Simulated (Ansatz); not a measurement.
Process, species as SMILES: [SH] (SH) → H atom + S atom
B3LYP-D3(BJ)/def2-TZVP geometries, fixed; electronic energies without zero-point terms.
Largest species:
```
S
H 1 1.3473
```
Charge 0, spin multiplicity 2.

How fast the atomisation energy converges with the basis for several methods (Ansatz, a first-principles code): deviation from each method's own reference, in kcal/mol. References: B2PLYP 87.40 kcal/mol, the value in aug-cc-pV(5+d)Z; B3LYP 88.35 kcal/mol, the value in aug-cc-pV(5+d)Z; CCSD(T) 87.63 kcal/mol, Hartree-Fock in aug-cc-pV(Q+d)Z plus the correlation part extrapolated as X^-3 from aug-cc-pV(T+d)Z and aug-cc-pV(Q+d)Z; HF 61.12 kcal/mol, the value in aug-cc-pV(5+d)Z; MP2 85.84 kcal/mol, Hartree-Fock in aug-cc-pV(5+d)Z plus the correlation part extrapolated as X^-3 from aug-cc-pV(Q+d)Z and aug-cc-pV(5+d)Z; PBE 88.12 kcal/mol, the value in aug-cc-pV(5+d)Z. Cartesian d functions, on some or all atoms, in 6-311+G**; all else is spherical. In correlated methods cores are frozen. Open shells are unrestricted. No added dispersion term, no relativity. 

```json
[
 {"basis": "3-21G", "functions": "15", "B2PLYP": "-17.28", "B3LYP": "-11.85", "CCSD(T)": "-26.48", "HF": "-16.65", "MP2": "-28.40", "PBE": "…"},
 {"basis": "def2-SV(P)", "functions": "20", "B2PLYP": "-9.55", "B3LYP": "-5.69", "CCSD(T)": "-17.89", "HF": "-6.03", "MP2": "-18.31", "PBE": "…"},
 {"basis": "def2-SVP", "functions": "23", "B2PLYP": "-4.15", "B3LYP": "-2.19", "CCSD(T)": "-8.34", "HF": "-1.93", "MP2": "-8.97", "PBE": "…"},
 {"basis": "6-311+G**", "functions": "37", "B2PLYP": "-3.68", "B3LYP": "-2.02", "CCSD(T)": "-7.31", "HF": "-1.89", "MP2": "-8.06", "PBE": "…"},
 {"basis": "pcseg-2", "functions": "48", "B2PLYP": "-1.27", "B3LYP": "-0.66", "CCSD(T)": "-2.78", "HF": "-0.40", "MP2": "-3.29", "PBE": "…"},
 {"basis": "def2-TZVPP", "functions": "56", "B2PLYP": "-0.98", "B3LYP": "-0.26", "CCSD(T)": "-2.85", "HF": "-0.32", "MP2": "-3.03", "PBE": "…"},
 {"basis": "jun-cc-pV(T+d)Z", "functions": "62", "B2PLYP": "-0.78", "B3LYP": "-0.07", "CCSD(T)": "-2.72", "HF": "-0.12", "MP2": "-2.93", "PBE": "…"},
 {"basis": "def2-TZVPPD", "functions": "68", "B2PLYP": "-0.63", "B3LYP": "0.03", "CCSD(T)": "-2.40", "HF": "-0.06", "MP2": "-2.61", "PBE": "…"},
 {"basis": "aug-pcseg-2", "functions": "73", "B2PLYP": "-0.71", "B3LYP": "-0.20", "CCSD(T)": "-2.20", "HF": "-0.06", "MP2": "-2.52", "PBE": "…"},
 {"basis": "aug-cc-pV(Q+d)Z", "functions": "135", "B2PLYP": "-0.16", "B3LYP": "-0.02", "CCSD(T)": "-0.86", "HF": "-0.03", "MP2": "-1.01", "PBE": "…"},
 {"basis": "aug-pcseg-3", "functions": "138", "B2PLYP": "-0.22", "B3LYP": "0.00", "CCSD(T)": "-1.10", "HF": "0.05", "MP2": "-1.28", "PBE": "…"},
 {"basis": "pcseg-4", "functions": "166", "B2PLYP": "-0.06", "B3LYP": "0.00", "CCSD(T)": "-0.62", "HF": "0.04", "MP2": "-0.72", "PBE": "…"}
]
```

Task: Complete the blanks.

Result: 
- 3-21G, PBE: -10.71
- def2-SV(P), PBE: -5.29
- def2-SVP, PBE: -1.86
- 6-311+G**, PBE: -1.91
- pcseg-2, PBE: -0.66
- def2-TZVPP, PBE: -0.17
- jun-cc-pV(T+d)Z, PBE: 0.00
- def2-TZVPPD, PBE: 0.14
- aug-pcseg-2, PBE: -0.17
- aug-cc-pV(Q+d)Z, PBE: -0.03
- aug-pcseg-3, PBE: -0.02
- pcseg-4, PBE: -0.01

Mean absolute deviation over 6-311+G**, pcseg-2, def2-TZVPP, jun-cc-pV(T+d)Z, def2-TZVPPD, aug-pcseg-2: HF 0.47, PBE 0.51, B3LYP 0.54, B2PLYP 1.34, CCSD(T) 3.38, MP2 3.74 kcal/mol.
